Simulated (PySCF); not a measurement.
# N₂H₂: a look at the electrons, part 2 of 2

For N₂H₂, the scripts below localise its valence orbitals, measure its response to a uniform field and analyse its density (charges, bond critical points, surface potential).

PySCF 2.14.0; Gaussian basis, gas phase. Earlier steps stand in the parts before.

### 6 Density, bond paths and surface potential (HF/6-311+g**)

Input file input.py:

```python
import numpy as np
from pyscf import gto, scf, dft
from pyscf.scf import atom_ks, atom_hf
from scipy.linalg import block_diag

def solve(mol, dm0=None, hcore=None):
    mf = scf.UHF(mol) if mol.spin else scf.RHF(mol)
    mf = mf.density_fit(auxbasis='def2-universal-jkfit')
    mf.conv_tol, mf.max_cycle = 1e-8, 80
    if hcore is not None:
        mf.get_hcore = lambda *args: hcore
    mf.kernel(dm0)
    if not mf.converged:
        mf = mf.newton().run(mf.mo_coeff, mf.mo_occ, max_cycle=30)
    assert mf.converged, 'SCF not converged'
    return mf

mol = gto.M(atom='''
N      0.58795     0.18784     0.00000
N     -0.58795    -0.18784     0.00000
H      1.21443    -0.63659     0.00000
H     -1.21443     0.63659     0.00000
''', basis='6-311+g**', charge=0, spin=0, verbose=4)
mf = solve(mol)
mf.analyze()
# spherically averaged free atoms, for the promolecule
atm = scf.atom_hf.get_atm_nrhf(mol)
pro = block_diag(*[(atm[a[0]][2] * atm[a[0]][3]) @ atm[a[0]][2].T for a in mol._atom])
np.savez('result.npz', e=mf.e_tot, c=mf.mo_coeff, occ=mf.mo_occ, eps=mf.mo_energy, pro=pro, dip=mf.dip_moment(verbose=0), s2=mf.spin_square()[0])
```

On the command line:

```console
$ OMP_NUM_THREADS=1 python input.py
```

Log:

```text
[ENV] PYSCF_TMPDIR <dir>
[ENV] PYSCF_MAX_MEMORY 1375
[INPUT] verbose = 4
[INPUT] num. atoms = 4
[INPUT] num. electrons = 16
[INPUT] charge = 0
[INPUT] spin (= nelec alpha-beta = 2S) = 0
[INPUT] symmetry False subgroup None
[INPUT] Mole.unit = angstrom
[INPUT] Symbol           X                Y                Z      unit          X                Y                Z       unit  Magmom
[INPUT]  1 N      0.587950000000   0.187840000000   0.000000000000 AA    1.111064474938   0.354966155238   0.000000000000 Bohr   0.0
[INPUT]  2 N     -0.587950000000  -0.187840000000   0.000000000000 AA   -1.111064474938  -0.354966155238   0.000000000000 Bohr   0.0
[INPUT]  3 H      1.214430000000  -0.636590000000   0.000000000000 AA    2.294940097456  -1.202980753637   0.000000000000 Bohr   0.0
[INPUT]  4 H     -1.214430000000   0.636590000000   0.000000000000 AA   -2.294940097456   1.202980753637   0.000000000000 Bohr   0.0

nuclear repulsion = 32.3413957455417
number of shells = 28
number of NR pGTOs = 86
number of NR cGTOs = 56
basis = 6-311+g**
ecp = {}

******** <class 'pyscf.df.df_jk.DFRHF'> ********
method = DFRHF
initial guess = minao
damping factor = 0
level_shift factor = 0
DIIS = <class 'pyscf.scf.diis.CDIIS'>
diis_start_cycle = 1
diis_space = 8
diis_damp = 0
SCF conv_tol = 1e-08
SCF conv_tol_grad = None
SCF max_cycles = 80
direct_scf = False
Set gradient conv threshold to 0.0001
Initial guess from minao.
******** <class 'pyscf.df.df.DF'> ********
auxbasis = def2-universal-jkfit
init E= -110.092135099948
  HOMO = -0.194186232108713  LUMO = -0.0273270365390559  gap/eV = 4.54047
cycle= 1 E= -110.002143892127  delta_E= 0.09  |g|= 0.332  |ddm|= 1.64
  HOMO = -0.431971215764463  LUMO = 0.0642090962438431  gap/eV = 13.50175
cycle= 2 E= -110.026887090369  delta_E= -0.0247  |g|= 0.11  |ddm|= 0.297
  HOMO = -0.395832567590169  LUMO = 0.103603194262619  gap/eV = 13.59034
cycle= 3 E= -110.029607600607  delta_E= -0.00272  |g|= 0.0276  |ddm|= 0.0964
  HOMO = -0.404164176131722  LUMO = 0.100406791133552  gap/eV = 13.73008
cycle= 4 E= -110.029922784951  delta_E= -0.000315  |g|= 0.006  |ddm|= 0.0512
  HOMO = -0.404060765769607  LUMO = 0.101221559631335  gap/eV = 13.74943
cycle= 5 E= -110.029951457491  delta_E= -2.87e-05  |g|= 0.00158  |ddm|= 0.0186
  HOMO = -0.404286550486454  LUMO = 0.101187099972475  gap/eV = 13.75464
cycle= 6 E= -110.029954149519  delta_E= -2.69e-06  |g|= 0.000318  |ddm|= 0.00657
  HOMO = -0.40427688549633  LUMO = 0.101203712418835  gap/eV = 13.75483
cycle= 7 E= -110.02995423884  delta_E= -8.93e-08  |g|= 5.23e-05  |ddm|= 0.00112
  HOMO = -0.404273692787292  LUMO = 0.101203273395824  gap/eV = 13.75473
cycle= 8 E= -110.029954240616  delta_E= -1.78e-09  |g|= 9.18e-06  |ddm|= 0.000149
  HOMO = -0.404272375121366  LUMO = 0.101203724783045  gap/eV = 13.75471
Extra cycle  E= -110.029954240669  delta_E= -5.33e-11  |g|= 3.64e-06  |ddm|= 1.59e-05
converged SCF energy = -110.029954240669
**** SCF Summaries ****
Total Energy =                        -110.029954240669127
Nuclear Repulsion Energy =              32.341395745541689
One-electron Energy =                 -213.062078090121759
Two-electron Energy =                   70.690728103910942
Two-electron Coulomb Energy =           84.519908165790625
DFT Exchange-Correlation Energy =      -13.829180061879683
HOMO-LUMO gap [eV] =                    13.754705278383007
**** MO energy ****
MO #1   energy= -15.6366842691225  occ= 2
MO #2   energy= -15.6352518518452  occ= 2
MO #3   energy= -1.36623062255811  occ= 2
MO #4   energy= -0.943029324446144 occ= 2
MO #5   energy= -0.683895063861046 occ= 2
MO #6   energy= -0.648212157729703 occ= 2
MO #7   energy= -0.522732943404193 occ= 2
MO #8   energy= -0.404272375121366 occ= 2
MO #9   energy= 0.101203724783045  occ= 0
MO #10  energy= 0.128634209689338  occ= 0
MO #11  energy= 0.131078177787647  occ= 0
MO #12  energy= 0.155990064693069  occ= 0
MO #13  energy= 0.173868065513466  occ= 0
MO #14  energy= 0.207619493838997  occ= 0
MO #15  energy= 0.219498464122677  occ= 0
MO #16  energy= 0.26115098447745   occ= 0
MO #17  energy= 0.273662339012685  occ= 0
MO #18  energy= 0.301592912717319  occ= 0
MO #19  energy= 0.330233087159406  occ= 0
MO #20  energy= 0.585645078401413  occ= 0
MO #21  energy= 0.707575032644983  occ= 0
MO #22  energy= 0.715069433131015  occ= 0
MO #23  energy= 0.874927148454809  occ= 0
MO #24  energy= 0.950432537103803  occ= 0
MO #25  energy= 0.956983479798494  occ= 0
MO #26  energy= 0.971056405649703  occ= 0
MO #27  energy= 1.04028544507971   occ= 0
MO #28  energy= 1.07026285303697   occ= 0
MO #29  energy= 1.13541704490578   occ= 0
MO #30  energy= 1.3998410644151    occ= 0
MO #31  energy= 1.49784836255936   occ= 0
MO #32  energy= 1.52279557397341   occ= 0
MO #33  energy= 1.595967729491     occ= 0
MO #34  energy= 1.80352275682978   occ= 0
MO #35  energy= 1.99103090443904   occ= 0
MO #36  energy= 2.14087238018459   occ= 0
MO #37  energy= 2.14378214619579   occ= 0
MO #38  energy= 2.45887370193001   occ= 0
MO #39  energy= 2.46827268300688   occ= 0
MO #40  energy= 2.57556655449109   occ= 0
MO #41  energy= 2.78285531576503   occ= 0
MO #42  energy= 2.85896261760782   occ= 0
MO #43  energy= 2.92361066661557   occ= 0
MO #44  energy= 3.01903942203374   occ= 0
MO #45  energy= 3.07139045136657   occ= 0
MO #46  energy= 3.24012700850101   occ= 0
MO #47  energy= 3.48480524757391   occ= 0
MO #48  energy= 3.5083955505232    occ= 0
MO #49  energy= 4.1550110879962    occ= 0
MO #50  energy= 4.4010870174077    occ= 0
MO #51  energy= 4.46189959576616   occ= 0
MO #52  energy= 4.59854953180952   occ= 0
MO #53  energy= 5.02485347665271   occ= 0
MO #54  energy= 5.61029543327838   occ= 0
MO #55  energy= 36.7048403133526   occ= 0
MO #56  energy= 37.1200191122506   occ= 0
 ** Mulliken pop on meta-lowdin orthogonal AOs  **
 ** Mulliken pop  **
pop of  0 N 1s            1.99999
pop of  0 N 2s            1.48957
pop of  0 N 3s            0.02288
pop of  0 N 4s            0.00228
pop of  0 N 5s            0.00069
pop of  0 N 2px           1.11020
pop of  0 N 2py           1.57709
pop of  0 N 2pz           0.99215
pop of  0 N 3px           0.00809
pop of  0 N 3py           0.00516
pop of  0 N 3pz           0.00340
pop of  0 N 4px           0.00040
pop of  0 N 4py           0.00062
pop of  0 N 4pz           0.00000
pop of  0 N 5px           0.00120
pop of  0 N 5py           0.00026
pop of  0 N 5pz           0.00000
pop of  0 N 3dxy          0.00440
pop of  0 N 3dyz          0.00110
pop of  0 N 3dz^2         0.00328
pop of  0 N 3dxz          0.00296
pop of  0 N 3dx2-y2       0.00319
pop of  1 N 1s            1.99999
pop of  1 N 2s            1.48957
pop of  1 N 3s            0.02288
pop of  1 N 4s            0.00228
pop of  1 N 5s            0.00069
pop of  1 N 2px           1.11020
pop of  1 N 2py           1.57709
pop of  1 N 2pz           0.99215
pop of  1 N 3px           0.00809
pop of  1 N 3py           0.00516
pop of  1 N 3pz           0.00340
pop of  1 N 4px           0.00040
pop of  1 N 4py           0.00062
pop of  1 N 4pz           0.00000
pop of  1 N 5px           0.00120
pop of  1 N 5py           0.00026
pop of  1 N 5pz           0.00000
pop of  1 N 3dxy          0.00440
pop of  1 N 3dyz          0.00110
pop of  1 N 3dz^2         0.00328
pop of  1 N 3dxz          0.00296
pop of  1 N 3dx2-y2       0.00319
pop of  2 H 1s            0.75220
pop of  2 H 2s            0.01228
pop of  2 H 3s            0.00404
pop of  2 H 2px           0.00103
pop of  2 H 2py           0.00116
pop of  2 H 2pz           0.00039
pop of  3 H 1s            0.75220
pop of  3 H 2s            0.01228
pop of  3 H 3s            0.00404
pop of  3 H 2px           0.00103
pop of  3 H 2py           0.00116
pop of  3 H 2pz           0.00039
 ** Mulliken atomic charges  **
charge of    0N =     -0.22890
charge of    1N =     -0.22890
charge of    2H =      0.22890
charge of    3H =      0.22890
Dipole moment(X, Y, Z, Debye): -0.00000,  0.00000, -0.00000
Spherically averaged atomic HF for {'N', 'H'}

******** <class 'pyscf.scf.atom_hf.AtomSphAverageRHF'> ********
method = AtomSphAverageRHF
initial guess = minao
damping factor = 0
level_shift factor = 0
DIIS = <class 'pyscf.scf.diis.CDIIS'>
diis_start_cycle = 1
diis_space = 8
diis_damp = 0
SCF conv_tol = 1e-09
SCF conv_tol_grad = None
SCF max_cycles = 50
direct_scf = True
direct_scf_tol = 1e-13
atom = N
Set gradient conv threshold to 3.16228e-05
init E= -53.7879117526644
cycle= 1 E= -53.8350893991945  delta_E= -0.0472  |g|=    0  |ddm|= 0.34
cycle= 2 E= -53.8443019067135  delta_E= -0.00921  |g|=    0  |ddm|= 0.224
cycle= 3 E= -53.8471807512836  delta_E= -0.00288  |g|=    0  |ddm|= 0.0625
cycle= 4 E= -53.8471962947182  delta_E= -1.55e-05  |g|=    0  |ddm|= 0.00935
cycle= 5 E= -53.8471964817548  delta_E= -1.87e-07  |g|=    0  |ddm|= 0.00079
cycle= 6 E= -53.8471964820537  delta_E= -2.99e-10  |g|=    0  |ddm|= 4.35e-05
Extra cycle  E= -53.8471964820541  delta_E= -4.76e-13  |g|=    0  |ddm|= 1.6e-06
Atomic HF for atom  N  converged. SCF energy = -53.8471964820541

******** 1 electron system ********
Atomic HF for atom  H  converged. SCF energy = -0.499809815273281
```

Wall time 1.1 s (1 thread of Intel Xeon 6975P-C (Granite Rapids), shared host); peak memory 0.21 GiB.

### 7 What the saved matrices give

Deformation density: the molecule less spherical free atoms.

N1–H3 and N2–H4: +0.84 e/Å³ at the bond critical point (bond length 1.03 Å). N1–N2: +0.82 e/Å³ at the bond critical point (bond length 1.23 Å). In all, 1.1 electrons are displaced relative to the promolecule.

Topology of the density (QTAIM).

4 nuclei, 3 bond, 0 ring and 0 cage critical points: 4 − 3 + 0 − 0 = 1, as the Poincaré–Hopf relation requires.

```tsv
bond	length (Å)	ρ (a.u.)	∇²ρ (a.u.)	ε	H (a.u.)
N1–N2	1.234	0.498	−1.53	0.20	−0.681
N1–H3 (×2)	1.035	0.341	−1.69	0.01	−0.467
```

Shared-shell (covalent): ρ = 0.498, ∇²ρ = −1.53, H = −0.681 a.u. Its ellipticity of 0.20 shows that the density isn't cylindrical about the bond, as in a π bond or a strained ring.

On the 0.001 a.u. surface of the density.

The lowest local ionisation energy is 13.5 eV, 2.0 Å from N2, and at symmetry-equivalent points. Further minima include 16.0 eV, 1.3 Å from H4, and at symmetry-equivalent points. For comparison, the highest occupied orbital lies at −11.0 eV.

About 44 Å³; the dipole moment is 0.0 D.

### 8 What came out

What follows sums up all 2 parts.

| quantity | value |
| --- | --- |
| localised occupied orbitals above −45 eV (HF/cc-pvtz) | 6 |
| polarisability along the field (PBE0/6-311+g**) | 23.9 bohr³ |
| dipole moment (HF/6-311+g**) | 0.00 D |
| HOMO, LUMO (HF/6-311+g**) | -11.00, 2.75 eV |

What this shows: At HF/6-311+g**: The highest Hirshfeld charge is on H3 and H4 (+0.14 e), the lowest on N1 and N2 (−0.14 e). The geometry was not optimised at these levels.
